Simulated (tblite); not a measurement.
# H9N3: the cost of one run

Programs: tblite 0.8.0 and PySCF 2.14.0. All values are calculated, for the isolated system unless a continuum is named. Atoms count from 0, parts from 1.

## 1. Starting point

12 atoms, charge 0, multiplicity 1; geometry: rigid parts in contact. Parts: 1 = atoms 0–3, `N`, charge 0; 2 = atoms 4–7, `N`, charge 0; 3 = atoms 8–11, `N`, charge 0.

## 2. Bringing the parts together with GFN2-xTB

The job: settings as JSON, then the geometry in Å.

```
{"job": {"kind": "dock", "xc": "GFN2-xTB", "basis": "xTB"}, "charge": 0, "multiplicity": 1, "parts": [{"atoms": "0-3", "charge": 0, "multiplicity": 1}, {"atoms": "4-7", "charge": 0, "multiplicity": 1}, {"atoms": "8-11", "charge": 0, "multiplicity": 1}]}
N      0.116057     0.117427     0.065504
H     -0.320189    -0.748782    -0.223350
H     -0.281441     0.864549    -0.490248
H      1.097552     0.050073    -0.168823
N     -1.449235    -2.114433     2.107545
H     -1.466794    -1.096467     2.039315
H     -2.177016    -2.370729     2.768609
H     -0.564013    -2.371548     2.531027
N     -2.343011     0.924238     2.287323
H     -2.989367     1.020002     1.513706
H     -2.799238     1.289084     3.113991
H     -1.538003     1.506429     2.087652
```

With the program's defaults for keys left out, this is: GFN2-xTB search for minima from random contacts, gas phase.

Started as:

```console
$ OMP_NUM_THREADS=1 python cluster_run.py task.json out
```

The driver reads the jobs from task.json and runs them one after another.

Q: Estimate the wall time of this first job on 1 thread of Arm Neoverse N1, shared host.

About 10 s.
